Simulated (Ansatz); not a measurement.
NH$_{3}$⁺, doublet: the ladder up to UCCSDT(Q)

Geometry: displaced at random from a stationary point.

```xyz
4

N     0.0006   -0.0004    0.0053
H     1.0237   -0.0028   -0.0060
H    -0.4762    0.9227   -0.0513
H    -0.5552   -0.9138   -0.0159
```

Basis cc-pVTZ; Ansatz 0.2.0. Correlated methods freeze the noble-gas cores, which leaves 7 electrons in 71 orbitals. Prefix R: restricted or restricted open-shell reference; prefix U: unrestricted. Active spaces: valence = (7e, 7o) chosen from the atoms' valence shells.

Full CI isn't at hand for all of this; UCCSDT(Q) serves as the reference, and is uncertain by about the last step of the cluster series. The frozen core follows each run's orbitals, which can shift R against U totals by a few meV.

* UHF ⟨S²⟩: 0.762
* T1 diagnostic (RCCSD): 0.0143
* largest doubles amplitude (RCCSD): 0.034
* T1 diagnostic (UCCSD): 0.0076

```json
{"level": "RHF", "E − E(UCCSDT(Q)) (kJ/mol)": "550.5", "share of correlation (%)": "0.00", "wall time": "–"}
{"level": "UHF", "E − E(UCCSDT(Q)) (kJ/mol)": "535.7", "share of correlation (%)": "2.70", "wall time": "–"}
{"level": "RMP2", "E − E(UCCSDT(Q)) (kJ/mol)": "63.1", "share of correlation (%)": "88.54", "wall time": "–"}
{"level": "UMP2", "E − E(UCCSDT(Q)) (kJ/mol)": "64.0", "share of correlation (%)": "88.37", "wall time": "–"}
{"level": "RCCSD", "E − E(UCCSDT(Q)) (kJ/mol)": "14.3", "share of correlation (%)": "97.40", "wall time": "–"}
{"level": "UCCSD", "E − E(UCCSDT(Q)) (kJ/mol)": "14.0", "share of correlation (%)": "97.46", "wall time": "–"}
{"level": "RCCSD(T)", "E − E(UCCSDT(Q)) (kJ/mol)": "1.4", "share of correlation (%)": "99.74", "wall time": "2.5 s"}
{"level": "UCCSD(T)", "E − E(UCCSDT(Q)) (kJ/mol)": "1.3", "share of correlation (%)": "99.76", "wall time": "6 s"}
{"level": "BCCD(T)", "E − E(UCCSDT(Q)) (kJ/mol)": "1.4", "share of correlation (%)": "99.74", "wall time": "7.5 s"}
{"level": "RCCSDT", "E − E(UCCSDT(Q)) (kJ/mol)": "0.5", "share of correlation (%)": "99.91", "wall time": "–"}
{"level": "UCCSDT", "E − E(UCCSDT(Q)) (kJ/mol)": "0.4", "share of correlation (%)": "99.93", "wall time": "–"}
{"level": "RCCSDT(Q)", "E − E(UCCSDT(Q)) (kJ/mol)": "0.1", "share of correlation (%)": "99.98", "wall time": "2.4 min"}
{"level": "CASSCF (valence space)", "E − E(UCCSDT(Q)) (kJ/mol)": "352.9", "share of correlation (%)": "35.91", "wall time": "–"}
{"level": "NEVPT2 (valence space)", "E − E(UCCSDT(Q)) (kJ/mol)": "65.0", "share of correlation (%)": "88.19", "wall time": "2.6 s"}
{"level": "MRCISD (valence space)", "E − E(UCCSDT(Q)) (kJ/mol)": "13.2", "share of correlation (%)": "97.60", "wall time": "–"}
{"level": "MRCISD+Q (valence space)", "E − E(UCCSDT(Q)) (kJ/mol)": "1.9", "share of correlation (%)": "99.66", "wall time": "7 s"}
```

The correlation energy at UCCSDT(Q), counted from RHF, is -5.706 eV. That run took 2.4 min on 1 thread of Intel Xeon Platinum 8259CL, shared host.

Times hold each run's SCF and search for its determinant on a shared host, so for small cases they say little of a method's own cost; they ran on 1 thread of Intel Xeon Platinum 8259CL.

Natural occupations of CASSCF (valence space) about the gap: 1.982 1.977 1.976 1.000 0.023 0.021 0.020; effectively unpaired electrons, Σ n²(2−n)², 1.01.
